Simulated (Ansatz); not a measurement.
## C3H4ClNO, SMILES C=C(Cl)C(N)=O: a geometry optimisation, step by step

Computed with Ansatz 0.2.0, Python API.

Interactive session:
```pycon
>>> from dataclasses import dataclass
>>> import itertools
>>> import ansatz as az
>>> from ase.data import atomic_numbers, covalent_radii
>>> import numpy as np
>>> @dataclass(frozen=True)
... class RunConfig:
...     basis: str = "6-31G*"
...     xc: str = "CAM-B3LYP"
...
>>> cfg = RunConfig()
>>> GEOMETRY = """
... C     1.78840   -0.40740    0.03950
... C     0.48070   -0.39590    0.32620
... Cl   -0.14670   -1.40320    1.57970
... C    -0.44920    0.49240   -0.43980
... N    -1.76150    0.43820   -0.07960
... O    -0.07730    1.23420   -1.34230
... H     2.48340   -1.04120    0.57880
... H     2.19500    0.22200   -0.74700
... H    -2.41760    1.02510   -0.57620
... H    -2.09520   -0.16430    0.66060
... """
>>> geometry = az.Crystal.molecule()
>>> for line in GEOMETRY.strip().splitlines():
...     symbol, *xyz = line.split()
...     geometry = geometry.atom(symbol, [float(v) for v in xyz])
...
>>> job = geometry.calculation().basis(gaussian=cfg.basis).functional(cfg.xc)
>>> symbols = [site.symbol for site in geometry.cartesian_sites]
>>> start = np.array([site.position_ang for site in geometry.cartesian_sites], dtype=float)
>>> def progress(event):
...     if event["event"] == "relax_step":
...         row = event["data"]
...         print(f"step {row['step']:3d}  E = {row['lagrangian_ev']:.6f} eV  largest force component {row['allowed_force_max_ev_ang']:.4f} eV/A")
...
>>> data = job.relax(force_tolerance=0.02, max_steps=100).session().plan().execute(on_event=progress).report
step   1  E = -19232.159269 eV  largest force component 1.3614 eV/A
step   2  E = -19232.195474 eV  largest force component 0.5471 eV/A
step   3  E = -19232.206939 eV  largest force component 0.0644 eV/A
step   4  E = -19232.207116 eV  largest force component 0.0215 eV/A
step   5  E = -19232.207165 eV  largest force component 0.0163 eV/A
>>> end = np.array(data["positions_ang"])
>>> print("reference energy %16.6f eV" % data["reference_energy_ev"])
reference energy    -19232.207264 eV
>>> print("total energy     %16.6f eV" % data["free_energy_ev"])
total energy        -19232.207264 eV
>>> print("occupied orbitals outside the frozen core (up, down):", data["n_occupied"], " frozen:", data["n_frozen"], " virtual:", data["n_virtual"])
occupied orbitals outside the frozen core (up, down): [27, 27]  frozen: 0  virtual: [75, 75]
>>> # pairs closer than 1.2 times the sum of covalent radii, before or after
>>> radius = [covalent_radii[atomic_numbers[s]] for s in symbols]
>>> span = lambda where, i, j: np.linalg.norm(where[i] - where[j])
>>> bonded = [(i, j) for i, j in itertools.combinations(range(len(symbols)), 2) if min(span(start, i, j), span(end, i, j)) < 1.2 * (radius[i] + radius[j])]
>>> print("pair        before    after (A)")
pair        before    after (A)
>>> for i, j in bonded:
...     print(f"{symbols[i]}{i}-{symbols[j]}{j}".ljust(10), f"{span(start, i, j):8.4f} {span(end, i, j):8.4f}")
...
C0-C1        1.3388   1.3242
C0-H6        1.0842   1.0828
C0-H7        1.0863   1.0836
C1-Cl2       1.7261   1.7560
C1-C3        1.4968   1.5074
C3-N4        1.3619   1.3532
C3-O5        1.2260   1.2179
N4-H8        1.0107   1.0083
N4-H9        1.0111   1.0066
>>> charges = data["charge_distribution"]
>>> print("dipole moment", round(4.803205 * float(np.linalg.norm(charges["dipole_moment_e_ang"])), 3), "D")
dipole moment 1.919 D
>>> print("Mulliken:", [(s, round(q, 3)) for s, q in zip(symbols, charges["mulliken_charges_e"])])
Mulliken: [('C', -0.327), ('C', -0.083), ('Cl', -0.025), ('C', 0.595), ('N', -0.768), ('O', -0.498), ('H', 0.179), ('H', 0.21), ('H', 0.355), ('H', 0.362)]
>>> with open("c3h4clno_opt.xyz", "w") as handle:
...     handle.write(f"{len(symbols)}\nrelaxed C3H4ClNO\n")
...     handle.writelines(f"{s:2s} {x:11.6f} {y:11.6f} {z:11.6f}\n" for s, (x, y, z) in zip(symbols, end))
...
20
```

`c3h4clno_opt.xyz`, as written:
```text
10
relaxed C3H4ClNO
C     1.786223   -0.405623    0.037953
C     0.493742   -0.398472    0.326012
Cl   -0.151830   -1.420364    1.599855
C    -0.455816    0.490399   -0.435930
N    -1.760580    0.439013   -0.080781
O    -0.032202    1.208401   -1.323798
H     2.494873   -1.031543    0.565776
H     2.132632    0.243844   -0.757240
H    -2.401955    1.030676   -0.586045
H    -2.105087   -0.156431    0.654098
```

Notes:
- Total energies depend on the basis set; only differences at equal settings carry meaning.
- The end point is the stationary point reached from this start; no frequency run checks that it is a minimum, and the basis set is modest.
- Run time: 40 s on 1 thread of Arm Neoverse V2, with other jobs on the host, peak memory 0.34 GiB.
